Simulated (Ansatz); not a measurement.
# PH3+ (doublet): wave-function methods side by side, cc-pVDZ

Aim: climb from Hartree-Fock through coupled cluster and multireference methods for PH3+ (doublet) at one geometry and basis, and see what each rung misses.

Program: Ansatz 0.2.0, Gaussian basis. Level of theory: cc-pVDZ, core rule «outside noble gas», up to 5 orbitals frozen. These are calculated values, not measurements.

The runs, in order: UHF; CCSD(T) on ROHF; CCSD(T) on UHF; BCCD(T) on ROHF; CISD; CCSDT(Q) on ROHF; CCSDT(Q) on UHF; CISDTQ; CCSDTQ on ROHF; CCSDTQ on UHF; CASSCF and MRCISD+Q, 7 electrons in 7 orbitals; CASSCF and MRCISD+Q(relaxed), 7 electrons in 7 orbitals; CASSCF and NEVPT2, 7 electrons in 7 orbitals; Full CI.

2 further runs of the same task are left out: 2 set aside as unsound or not needed.

## 1. What is computed

The geometry is a PBE0/def2-TZVP stationary point (not a proven minimum).

4 atoms, charge 1, spin multiplicity 2.

Atoms are counted from 1 here; the program's logs count them from 0.

Bond lengths: P1–H2 1.405 Å, P1–H3 1.405 Å, P1–H4 1.405 Å. Angles: H2–P1–H3 113.3°, H2–P1–H4 113.3°, H3–P1–H4 113.3°.

## 2. UHF

File in.yaml:

```yaml
crystal:
  periodic: [false, false, false]
  atoms:
    - {symbol: P, position_ang: [0.000079, -0.000045, -0.032941]}
    - {symbol: H, position_ang: [1.354052, 0.014506, 0.340675]}
    - {symbol: H, position_ang: [-0.690409, 1.166785, 0.334178]}
    - {symbol: H, position_ang: [-0.666085, -1.179917, 0.337423]}
basis:
  gaussian: {orbitals: cc-pVDZ}
total_charge: 1
magnetization: {spin_polarized: true, initial_magnetization: 1}
hamiltonian: {xc: hf}
output: {orbitals: {seedname: orbitals}}
```

Command:

```console
$ ansatz run in.yaml --threads 1 --pin off --events-out ev --progress --plain --max-ram 4096MiB --backend cpu
```

The runs that follow: CCSD(T) on ROHF; CCSD(T) on UHF; BCCD(T) on ROHF; CISD; CCSDT(Q) on ROHF; CCSDT(Q) on UHF; CISDTQ; CCSDTQ on ROHF; CCSDTQ on UHF; CASSCF and MRCISD+Q, 7 electrons in 7 orbitals; CASSCF and MRCISD+Q(relaxed), 7 electrons in 7 orbitals; CASSCF and NEVPT2, 7 electrons in 7 orbitals; Full CI.

**Question.** What will the summary of the whole plan be? Wanted: FCI below the RHF energy; RMP2 from FCI; UMP2 from FCI; RCCSD from FCI; RCCSD(T) from FCI; UCCSD(T) from FCI; RCCSDT(Q) from FCI; UCCSDT(Q) from FCI; NEVPT2 valence from FCI.

The runs gave:

| quantity | value |
| --- | --- |
| FCI below the RHF energy | -3.7146 eV |
| RMP2 from FCI | +817.6 meV |
| UMP2 from FCI | +811.3 meV |
| RCCSD from FCI | +90.9 meV |
| RCCSD(T) from FCI | +19.3 meV |
| UCCSD(T) from FCI | +19.0 meV |
| RCCSDT(Q) from FCI | +0.3 meV |
| UCCSDT(Q) from FCI | 0.0 meV |
| NEVPT2 valence from FCI | +663.4 meV |
| MRCISD+Q valence from FCI | +11.0 meV |
| MRCISD+Q(relaxed) valence from FCI | -18.4 meV |
| levels within 1 kcal/mol (43 meV) | RCCSD(T), UCCSD(T), BCCD(T), RCCSDT, UCCSDT, CISDTQ, RCCSDT(Q), UCCSDT(Q), RCCSDTQ, UCCSDTQ, MRCISD+Q valence, MRCISD+Q(relaxed) valence |
| T1 diagnostic | 0.017 |
| effectively unpaired electrons | 1.03 |

**Reading.** RCCSD(T) lands +19.3 meV from the yardstick (0.5 % of the correlation energy). MRCISD+Q(relaxed) valence falls below full CI: the +Q correction isn't variational, and the cores differ from full CI's. One determinant dominates. Of the multireference levels listed MRCISD+Q valence comes nearest in total energy (+11.0 meV), which doesn't show that its space is the better one. These misses are within one basis, not against nature; the frozen cores of restricted and unrestricted runs differ, which can shift their rows.
